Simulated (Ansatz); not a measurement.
Basis-set extrapolation for `[CH2]COCC` radical (PBE0-D4/def2-TZVP geometry, frozen core, Ansatz 0.2.0). Multiplicity 2, UHF reference.

```json
{"": "HF", "def2-TZVPP": "-231.600898", "def2-QZVPP": "-231.611872"}
{"": "MP2 correlation", "def2-TZVPP": "-0.905061", "def2-QZVPP": "-0.966881"}
{"": "CCSD(T) correlation", "def2-TZVPP": "-0.993060", "def2-QZVPP": "not run"}
```

Energies in hartree. Use E(X) = E(∞) + A·exp(−7.88·√X) for Hartree–Fock and E(X) = E(∞) + B·X^(−2.97) for correlation, with X = 3 and 4, and add CCSD(T) minus MP2 of the smaller set to the MP2 limit.

Problem. What is the CCSD(T) energy at the basis-set limit?

Solution. HF limit: -231.611872 + (-0.010974) × 0.13774 = -231.61338. MP2 limit: -0.966881 + (-0.061820) × 0.74074 = -1.01267. Higher-order term: -0.993060 − (-0.905061) = -0.08800. Total: -232.71405 hartree, 315.3 kJ/mol below CCSD(T)/def2-TZVPP.
